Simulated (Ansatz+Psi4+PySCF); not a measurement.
# doublet B2N: levels of theory in one basis

```xyz
3

B     0.0000    0.0000   -1.4000
N     0.0000    0.0000    0.0000
B     0.0000    0.0000    1.2400
```

Basis set: cc-pVTZ (spherical functions). Frozen core: 3 orbitals. Correlation on ROHF uses semicanonical orbitals with singles. Charge 0, multiplicity 2.

Computed with Ansatz (development build ahead of 0.2.0) and Psi4 1.11; each method stands on the lowest determinant of its kind that the runs found.

| method | E − E(ROHF) (eV) | <S²> of the determinant |
| --- | --- | --- |
| ROHF | 0.00 | 0.75 |
| UHF | -0.08 | 0.88 |
| UHF-MP2 | -8.61 | 0.88 |
| ROHF-CCSD | -9.20 | – |
| UHF-CCSD | -9.20 | 0.88 |
| ROHF-CCSD(T) | -9.72 | – |
| UHF-CCSD(T) | -9.71 | 0.88 |

What does ROHF-MP2 give on the same scale?

-8.68 eV.

Is a single determinant a sound starting point here?

It is doubtful. Unrestricted orbitals gain 0.08 eV with <S²> 0.88 against 0.75 for a pure state, but the cluster amplitudes or the share of triples are large.

Caution for UHF, UHF-MP2, UHF-CCSD, UHF-CCSD(T): the unrestricted determinant is spin contaminated; the determinant breaks the point group. Caution for UHF-MP2, UHF-CCSD, UHF-CCSD(T): large amplitudes, a single reference is doubtful. Caution for UHF-MP2: another reference gives a lower total.
